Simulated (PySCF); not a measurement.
# CF2 (triplet): changing the method

Starting from one script, swap the method and compare what comes out for CF2 (triplet).

Computed with PySCF 2.14.0. Level: each script names its method and basis.

1 further run of the same task is left out (it didn't finish). Runs told in other sessions of the task aren't counted.

## (1) Where the work starts

CF2 (triplet): 3 atoms, charge 0, spin multiplicity 3.

Bond lengths: C1–F2 1.283 Å, C1–F3 1.283 Å. Angles: F2–C1–F3 119.5°.

## (2) The base run

input.py

```python
from pyscf import gto, dft

mol = gto.M(
    atom='C 0 0 -0.4912; F 1.1078 0 0.1551; F -1.1078 0 0.1551',
    basis='minao',
    charge=0,
    spin=2,
    symmetry=True,
    verbose=4,
)
mf = dft.UKS(mol, xc='hse06')
mf.kernel()
mf.dip_moment()
print('orbital energies (hartree):', [e[max(0, n-3):n+3].round(4) for e, n in zip(mf.mo_energy, mol.nelec)])
```

Command:

```bash
$ OMP_NUM_THREADS=1 python input.py
```

## (3) CASSCF (ROHF)

Variant 1 changes step after the SCF: none → casscf; SCF type: UKS → ROHF; functional: hse06 → none (Hartree–Fock); active space: none → 4 electrons in 5 orbitals.

input.py

```python
from pyscf import gto, scf, mcscf

mol = gto.M(
    atom='C 0 0 -0.4912; F 1.1078 0 0.1551; F -1.1078 0 0.1551',
    basis='minao',
    charge=0,
    spin=2,
    symmetry=True,
    verbose=4,
)
mf = scf.ROHF(mol)
mf.kernel()
mc = mcscf.CASSCF(mf, 5, 4)
mc.kernel()
mc.analyze()
mf.dip_moment()
print('orbital energies (hartree):', mf.mo_energy[..., max(0, mol.nelec[1]-3):mol.nelec[0]+3].round(4))
```

## (4) CCSD(T) (UHF)

Variant 2 changes step after the SCF: none → ccsd(t); SCF type: UKS → UHF; functional: hse06 → none (Hartree–Fock); frozen orbitals: none → 3.

Changes to input.py since step 2:

```diff
@@ -1,2 +1,2 @@
-from pyscf import gto, dft
+from pyscf import gto, scf, cc
 
@@ -10,4 +10,7 @@
 )
-mf = dft.UKS(mol, xc='hse06')
+mf = scf.UHF(mol)
 mf.kernel()
+mycc = cc.CCSD(mf, frozen=3)
+mycc.kernel()
+mycc.ccsd_t()
 mf.dip_moment()
```

## (5) Population analysis

Variant 3 changes step after the SCF: none → analyze.

Changes to input.py since step 2:

```diff
@@ -12,3 +12,3 @@
 mf.kernel()
-mf.dip_moment()
+mf.analyze()
 print('orbital energies (hartree):', [e[max(0, n-3):n+3].round(4) for e, n in zip(mf.mo_energy, mol.nelec)])
```

## (6) B3lyp

Variant 4 changes functional: hse06 → b3lyp.

Changes to input.py since step 2:

```diff
@@ -10,3 +10,3 @@
 )
-mf = dft.UKS(mol, xc='hse06')
+mf = dft.UKS(mol, xc='b3lyp')
 mf.kernel()
```

## (7) Bp86

Variant 5 changes functional: hse06 → bp86.

Changes to input.py since step 2:

```diff
@@ -10,3 +10,3 @@
 )
-mf = dft.UKS(mol, xc='hse06')
+mf = dft.UKS(mol, xc='bp86')
 mf.kernel()
```

## (8) Polarisability

Variant 6 changes step after the SCF: none → polarizability.

Changes to input.py since step 2:

```diff
@@ -1,2 +1,3 @@
 from pyscf import gto, dft
+from pyscf.prop.polarizability import uhf as pol
 
@@ -12,2 +13,4 @@
 mf.kernel()
+print('polarizability (a.u.)')
+print(pol.Polarizability(mf).polarizability().round(4))
 mf.dip_moment()
```

What does the calculation give? Wanted: for each run, E(SCF); from base; gap, α spin; SCF dipole; after the SCF.

The runs gave:

```
                run  E(SCF) (hartree)  from base (eV)  cycles  gap, α spin (eV)  SCF dipole (D)                               after the SCF
               base       -237.272317               0       7             10.22            0.18                                         n/a
      CASSCF (ROHF)       -236.456153  not comparable       8               n/a            0.75                CASSCF correlation -0.351 eV
      CCSD(T) (UHF)       -236.457252  not comparable       9             22.44            0.73  CCSD(T) correlation -1.977 eV, core frozen
population analysis       -237.272317          0.0000       7             10.22            0.18                                         n/a
              b3lyp       -237.480349  not comparable       7             10.30            0.12                                         n/a
               bp86       -237.482300  not comparable       7              7.39            0.03                                         n/a
     polarisability       -237.272317          0.0000       7             10.22            0.18                                         n/a
```

The α-spin gap between the frontier levels is 7.4 eV with bp86 (0 % exact exchange) and 10.3 eV with b3lyp (20 %): exact exchange opens it. Total energies of different functionals can't be compared with each other; differences within one functional can.
